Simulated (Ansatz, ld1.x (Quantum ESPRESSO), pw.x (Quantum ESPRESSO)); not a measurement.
# Cs: does the TM potential hold in the solid?

* Element: caesium
* Generator: ld1.x (Quantum ESPRESSO) 7.5
* Type: norm-conserving Troullier–Martins (Kleinman–Bylander form)
* Functional: PBE
* Relativity: scalar-relativistic
* Frozen core: [Xe]
* Valence charge: 1
* Reference configuration: 5d0 6s0 6p1
* Partial waves: 6s (bound, empty): rc 4.20 bohr; 5d (bound, empty): rc 3.05 bohr; 6p (bound): rc 3.55 bohr
* Local potential: the p channel
* Core correction: none

Crystal test: bcc Cs in pw.x 7.5, no spin, 8³ k-points, Fermi–Dirac smearing 0.01 Ry, cutoffs 35/140 Ry. The reference is all-electron LAPW (Ansatz 0.2.0) with the same functional, mesh and smearing; V0 and B0 come from Birch–Murnaghan fits to the pressures at five volumes. Errors are pseudo minus all-electron; Δ is the rms difference of the E(V) curves that follow from these fits, minima aligned, over ±6 % about the mean V0. Mesh and smearing are coarse, so the numbers serve the comparison and aren't converged zero-temperature values; the lattice is a test structure that the element need not adopt.

```csv
V (Å³/atom),P all-electron (GPa),P pseudo (GPa)
111.296,0.10,0.02
114.225,0.05,0.02
117.154,-0.00,0.02
120.083,-0.05,0.02
123.012,-0.09,0.01
```

All-electron: a0 = 6.162 Å (V0 = 117.01 Å³/atom), B0 = 1.9 GPa.

Pseudopotential: mean pressure error (GPa): +0.02. The pressure does not cross zero within the volumes sampled, so no fit is given. Note: ghost state, extra bound levels that the all-electron valence spectrum of the same l lacks: s at -60.4 eV. A true bound ghost makes a file unfit for plane-wave use.

Problem. At the middle volume, how do free energy and pressure move when the wave cutoff is lowered (ecutrho kept at four times it)?

Solution.

```
cutoff (Ry)  shift of F (meV/atom)  shift of P (GPa)
         16                 +382.1             -2.96
         21                  +18.4             -0.11
         28                   +6.6             -0.05
```

The run at the middle volume (29 k-points, 9 iterations) took about 8.3 s on one core of a shared host (Neoverse-V1, 32 threads, 247 GiB, load 19).
